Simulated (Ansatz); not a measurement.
**C₂H₃FN₂: one species, many methods**

An exercise on one series of results from a longer session: the logs are not shown, and one member is left open.

Program: Ansatz 0.2.0, Gaussian basis. Level of theory: functionals in def2-TZVPP, the program's frozen cores in correlated methods. These are calculated values, not measurements.

Levels to be run: LDA (SPW92), PBE-D4, revPBE-D4, BLYP-D4, r2SCAN-D4, B97M-V, PBE0-D4, B3LYP-D4, r2SCANh-D4, r2SCAN0-D4, HSE06-D4, BHLYP-D4, CAM-B3LYP-D4, LC-ωPBE, ωB97X-V, ωB97M-V, B2PLYP, PBE-QIDH; CCSD(T)/def2-SVP; CCSD(T)/def2-TZVPP; MP2/def2-QZVPP; extrapolation to the limit; RPA on PBE.

**The relaxed structure**

All runs share one geometry, relaxed beforehand with PBE0-D4 in a triple-zeta def2 set.

8 atoms, charge 0, spin multiplicity 1.

Atoms are counted from 1 here; the program's logs count them from 0.

Bond lengths: N1–C2 1.292 Å, N1–H6 1.010 Å, N1–H7 1.022 Å, C2–C3 1.466 Å, C3–F4 1.342 Å, C3–N5 1.255 Å, N5–H8 1.019 Å. Angles: C2–N1–H6 120.2°, C2–N1–H7 123.3°, H6–N1–H7 116.3°, N1–C2–C3 111.3°, C2–C3–F4 112.4°, C2–C3–N5 124.0°, F4–C3–N5 123.3°, C3–N5–H8 112.3°.

As a file:

```xyz
8

N     0.46294    1.30412    0.48295
C     0.74716    0.55274   -0.52926
C    -0.12324   -0.62633   -0.57805
F    -0.56778   -0.88340   -1.81826
N    -0.34859   -1.37389    0.40413
H     1.03072    2.11325    0.68978
H    -0.27381    1.08450    1.15621
H    -0.83511   -2.22810    0.13669
```

Set-up of the first run:

File in.yaml:

```yaml
crystal:
  periodic: [false, false, false]
  atoms:
    - {symbol: N, position_ang: [0.462943, 1.304125, 0.482953]}
    - {symbol: C, position_ang: [0.747165, 0.552743, -0.529261]}
    - {symbol: C, position_ang: [-0.123239, -0.626330, -0.578046]}
    - {symbol: F, position_ang: [-0.567777, -0.883404, -1.818258]}
    - {symbol: N, position_ang: [-0.348595, -1.373892, 0.404131]}
    - {symbol: H, position_ang: [1.030724, 2.113254, 0.689777]}
    - {symbol: H, position_ang: [-0.273808, 1.084499, 1.156210]}
    - {symbol: H, position_ang: [-0.835114, -2.228095, 0.136694]}
basis:
  gaussian: {orbitals: def2-TZVPP}
hamiltonian: {xc: lda}
output: {orbitals: {seedname: orbitals}}
```

Launch:

```
> ansatz run in.yaml --threads 2 --pin off --events-out ev --progress --plain --max-ram 4352MiB
```

Among the steps run: LDA; PBE-D4 (GGA); revPBE-D4 (GGA); BLYP-D4 (GGA); r2SCAN-D4 (meta-GGA); B97M-V (meta-GGA); PBE0-D4 (hybrid); B3LYP-D4 (hybrid); r2SCANh-D4 (hybrid); r2SCAN0-D4 (hybrid); HSE06-D4 (hybrid); BHLYP-D4 (hybrid); CAM-B3LYP-D4 (range-separated); LC-ωPBE (range-separated); ωB97X-V (range-separated); ωB97M-V (range-separated); B2PLYP (double hybrid); PBE-QIDH (double hybrid).

One of the session's tables, all rows but one given; the rest of the session is left out.

It belongs to the step «Frontier levels by functional». 

| functional | HOMO (eV) | LUMO (eV) | gap (eV) |
| --- | --- | --- | --- |
| LDA (SPW92) | ? | ? | ? |
| PBE-D4 | -5.35 | -2.71 | 2.64 |
| revPBE-D4 | -5.30 | -2.61 | 2.69 |
| BLYP-D4 | -5.28 | -2.58 | 2.71 |
| r2SCAN-D4 | -5.65 | -2.54 | 3.11 |
| B97M-V | -5.78 | -2.38 | 3.41 |
| PBE0-D4 | -6.70 | -1.64 | 5.06 |
| B3LYP-D4 | -6.52 | -1.89 | 4.63 |
| r2SCANh-D4 | -6.15 | -2.15 | 4.00 |
| r2SCAN0-D4 | -6.91 | -1.55 | 5.36 |
| HSE06-D4 | -6.30 | -2.03 | 4.27 |
| BHLYP-D4 | -8.04 | -0.44 | 7.60 |
| CAM-B3LYP-D4 | -8.14 | -0.43 | 7.71 |
| LC-ωPBE | -9.47 | 0.80 | 10.27 |
| ωB97X-V | -9.14 | 0.74 | 9.87 |
| ωB97M-V | -9.02 | 0.67 | 9.68 |

Q: Estimate the row for LDA (SPW92) from the others.

As computed: HOMO (eV): -5.47; LUMO (eV): -2.99; gap (eV): 2.47. In the column «HOMO (eV)» it lies between r2SCAN-D4 (-5.65) and PBE-D4 (-5.35).
